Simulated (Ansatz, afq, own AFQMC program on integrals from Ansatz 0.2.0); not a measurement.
Atomization energy of CO, singlet

```tsv
atom	x (Å)	y (Å)	z (Å)
O	0.0000	0.0000	0.0000
C	0.0000	0.0000	1.1234
```

Atoms in their ground-state spins without spin–orbit coupling (mostly on UHF) minus the molecule (RHF), without zero-point energy. The geometry is a stationary point, not shown to be a minimum.

Basis 6-31G. Only valence electrons are correlated. Integrals, coupled cluster, full CI and functionals: Ansatz 0.2.0; the random walks run on the same integrals in our own AFQMC program. The CISD trial takes its coefficients from CCSD amplitudes. Released means that phaseless walkers are propagated on without the constraint, phases kept. Error bars are statistical, one sigma. The errors of all members are added in quadrature.

Full CI is exact in this basis; where marked, its frozen core comes from its own orbitals, which moves totals by up to a few meV.

Errors are counted within 6-31G, not against nature.

Cautions: CO (singlet): higher spins were not checked, raised T1 diagnostic (T1 0.021, weight of the determinant 0.91, largest double 0.08), full CI with its own frozen core.

```tsv
level	atomization energy (eV)
MP2	9.383
CCSD	8.715
```

Question: From these cheaper values, estimate the atomization energy at the reference level in 6-31G.

Answer: 8.946 eV (full CI in 6-31G).

```
         level  atomization energy (eV)  error against FCI (eV)
            HF                    5.686                  -3.260
       CCSD(T)                    8.919                  -0.027
         CCSDT                    8.925                  -0.020
      CCSDT(Q)                    8.946                   0.001
   ph-AFQMC/HF            9.220 ± 0.058           0.274 ± 0.058
 ph-AFQMC/CISD            8.928 ± 0.010          -0.017 ± 0.010
released AFQMC            8.942 ± 0.014          -0.003 ± 0.014
```

Correlation beyond CCSD(T) adds 0.027 eV. The perturbative (T) step is worth +0.204 eV.

CCSDT and higher add their correlation energy to the determinant of the CCSD(T) run, since their own runs factorise the integrals more tightly (a shift of under 2 meV). A walk keeps the symmetry of its determinant, which the program's search chose and which needn't be the lowest solution, so a lower state of the same spin and another symmetry isn't excluded. Released energies are given only where the last usable release times agree within the noise; a slower fall can still hide under it.
